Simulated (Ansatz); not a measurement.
# How far each method lies from full CI for H2B–B, singlet

Geometry: a PBE0/def2-TZVP stationary point for this spin, not checked as a minimum.

```xyz
4

B     0.0000    0.0000    0.7529
B     0.0000    0.0000   -1.0096
H     0.0000    1.0240    1.3765
H     0.0000   -1.0240    1.3765
```

Basis 6-31G; Ansatz 0.2.0. Only valence electrons are correlated (noble-gas cores frozen), which leaves 8 electrons in 20 orbitals. Prefix R: restricted or restricted open-shell reference; prefix U: unrestricted. Active spaces: valence = (8e, 10o) chosen from the atoms' valence shells; pair = (2e, 2o) about the gap.

Full CI is exact within this basis and frozen core; it isn't the basis-set limit. The frozen core follows each run's orbitals, which can shift R against U totals by a few meV.

- UHF ⟨S²⟩: 0.838
- T1 diagnostic (RCCSD): 0.0111
- largest doubles amplitude (RCCSD): 0.111

```tsv
level	E − E(RHF) (eV)
RMP2	-2.2472
RCCSD	-3.2013
RCCSD(T)	-3.2621
```

Problem. Estimate how far full CI in 6-31G lies from RCCSD(T). The table doesn't fix it; the size of (T) and the diagnostics are the guide.

Solution. Full CI in 6-31G lies 2.6 kJ/mol below RCCSD(T), which is 44 % of the (T) step (-5.9 kJ/mol). RHF is unstable towards spin polarisation, and the rest is a large part of (T).

The other levels:

| level | E − E(full CI) (kJ/mol) | share of correlation (%) | wall time |
| --- | --- | --- | --- |
| UHF† | 259.6 | – | – |
| UMP2† | 68.0 | – | – |
| CISD | 28.3 | 91.08 | 0.36 s |
| UCCSD*† | -12.2 | – | – |
| UCCSD(T)*† | -23.0 | – | 1.3 s |
| BCCD(T) | 2.5 | 99.20 | 0.36 s |
| RCCSDT | 0.6 | 99.81 | – |
| UCCSDT*† | -41.2 | – | – |
| RCCSDT(Q) | 0.2 | 99.92 | 0.76 s |
| UCCSDT(Q)*† | -50.1 | – | 4 s |
| RCCSDTQ | 0.0 | 99.99 | 7.5 s |
| UCCSDTQ*† | -47.1 | – | 23 s (H100) |
| CASSCF (pair space) | 269.6 | 15.04 | – |
| NEVPT2 (pair space) | 85.4 | 73.07 | 0.27 s |
| MRCISD (pair space) | 19.8 | 93.75 | – |
| MRCISD+Q (pair space) | 1.1 | 99.65 | 0.42 s |
| CASSCF (valence space) | 86.5 | 72.75 | – |
| NEVPT2 (valence space) | 24.3 | 92.33 | 5.5 s (H100) |
| MRCISD (valence space) | 2.0 | 99.35 | – |
| MRCISD+Q (valence space) | 0.4 | 99.88 | 6 s (H100) |

An asterisk marks runs whose energy the program itself flagged as in doubt. A dagger marks rows that describe another state than the reference (another or a broken symmetry, a higher spin or other natural occupations), so the difference isn't the method's error.

The correlation energy at full CI, counted from RHF, is -3.289 eV. That run took 7 s on 2 threads of AMD EPYC 7R13 with a shared H100 80 GB, shared host over 5,884,777 determinants.

Times hold each run's SCF and search for its determinant on a shared host, so for small cases they say little of a method's own cost; rows without a card ran on 1 thread of AMD EPYC 7R13.

Unrestricted levels hold only the spin's projection, and here they fall towards a lower state of higher spin.

The full-CI state has the irrep A1 of C2v, in the program's axes.

Natural occupations of full CI about the gap: 1.972 1.967 1.952 1.836 0.101 0.065 0.023 0.020 0.019 0.016; effectively unpaired electrons, Σ n²(2−n)², 0.17.
